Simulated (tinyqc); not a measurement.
Worked calculation: geometry optimisation on the unrestricted PBE/sto-3g surface (energies and gradients from PySCF), for LiH+, spin multiplicity 2. Computed by tinyqc, a small Python program that keeps every step (integrals from PySCF). Settings: charge = 1, multiplicity = 2, basis = sto-3g, functional = pbe,pbe, optimiser = bfgs, first Hessian = 1.0, largest step = 0.1, iteration cap = 30. Command: `OMP_NUM_THREADS=1 python tinyqc.py 30395 30396 out.jsonl` (the two numbers bound the seeds that draw the settings). One thread of a shared host (Intel(R) Xeon(R) Processor @ 2.60GHz), about 3 s of CPU time with the checks.

## Step 1: energy and gradient

positions at the start (bohr):
```
,x,y,z
1Li,0.0000,0.0000,0.0000
2H,0.0000,0.0000,2.6702
```

Self-consistent energy and analytic gradient at these positions.

energy = -7.616045 hartree

gradient (hartree/bohr):
```
,x,y,z
1Li,0.000000,0.000000,0.061088
2H,0.000000,0.000000,-0.061091
```

## Step 1: move

Quasi-Newton step p = -H^(-1) g (first H = 1 times the unit matrix); steps longer than 0.1 bohr are cut back.

positions after step 1 (bohr):
```
,x,y,z
1Li,0.0000,0.0000,-0.0611
2H,0.0000,0.0000,2.7313
```

## Step 2: energy and gradient

As before.

energy = -7.622734 hartree

gradient (hartree/bohr):
```
,x,y,z
1Li,0.000000,0.000000,0.048739
2H,0.000000,0.000000,-0.048735
```

## Step 2: move

inverse Hessian in use (bohr^2/hartree), lower triangle:
```
,1,2,3,4,5,6
1,1.0000
2,0.0000,1.0000
3,0.0000,0.0000,2.9729
4,0.0000,0.0000,0.0000,1.0000
5,0.0000,0.0000,0.0000,0.0000,1.0000
6,0.0000,0.0000,-1.9728,0.0000,0.0000,2.9726
```

Quasi-Newton step p = -H^(-1) g (the inverse Hessian comes from BFGS updates; coordinates in the order x, y, z of each atom); steps longer than 0.1 bohr are cut back (factor 0.293 here).

positions after step 2 (bohr):
```
,x,y,z
1Li,0.0000,0.0000,-0.1318
2H,0.0000,0.0000,2.8020
```

## Convergence

Stop when the largest gradient component is below 3e-5 hartree/bohr. The inverse Hessian follows the BFGS update with s = step, y = change of gradient.

Course of the optimisation:
```
step,E (hartree),largest gradient (hartree/bohr)
1,-7.616045,6.11e-02
2,-7.622734,4.87e-02
3,-7.628771,3.70e-02
4,-7.633315,2.76e-02
5,-7.636648,1.99e-02
6,-7.638997,1.36e-02
7,-7.640547,8.51e-03
8,-7.641448,4.39e-03
9,-7.641827,1.08e-03
10,-7.641855,1.51e-04
11,-7.641856,6.61e-06
```

Final distances (angstrom):
```
pair,distance
2H-1Li,2.0300
```

Converged in 11 steps.
